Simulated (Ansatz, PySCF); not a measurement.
Molecule: C3H8N (charge 0, doublet). It need not be the lowest isomer of its formula. 
Coordinates optimised at B3LYP-D3(BJ)/def2-TZVP (Ansatz, a program for electronic structure):
```
N
C 1 1.3788
H 2 1.0801 1 117.00
H 2 1.0801 3 119.24 1 150.39
C 1 1.4476 2 117.47 3 -176.23
H 5 1.0898 1 109.57 2 -43.98
H 5 1.0910 6 108.54 1 119.88
H 5 1.1002 6 108.27 7 117.56
C 1 1.4476 2 117.47 3 -32.71
H 9 1.0898 1 109.57 2 43.98
H 9 1.0910 10 108.54 1 -119.88
H 9 1.1002 10 108.27 11 -117.56
```
Charge 0, spin multiplicity 2.

Property: atomisation energy (electronic, to ground-state atoms), in eV. Correlated levels leave the core frozen unless marked. Open shells are spin-unrestricted. Spin-orbit coupling is left out. No relativistic terms. The coupled-cluster limit lacks core correlation, which all-electron functionals hold. Basis-set limits of correlation are two-point, X^-3; Hartree-Fock from the larger set. The bracket is a focal-point correction in the basis named.

```
level              program  atomisation energy (eV)
-----------------  -------  -----------------------
HF/6-31G            Ansatz                    31.70
HF/cc-pVDZ          Ansatz                    33.04
HF/def2-TZVPD        PySCF                    33.61
RI-HF/cc-pVQZ       Ansatz                    33.72
SVWN5/def2-TZVPD    Ansatz                    52.74
PBE/def2-TZVPD      Ansatz                    46.98
r2SCAN/def2-TZVPD   Ansatz                    46.09
```

Task: Estimate the value at RI-MP2/CBS(cc-pVTZ,cc-pVQZ)+[CCSD(T)-MP2]/cc-pVDZ as computed with Ansatz.

Result: 46.03 eV, so r2SCAN/def2-TZVPD differs from it by 0.06 eV.
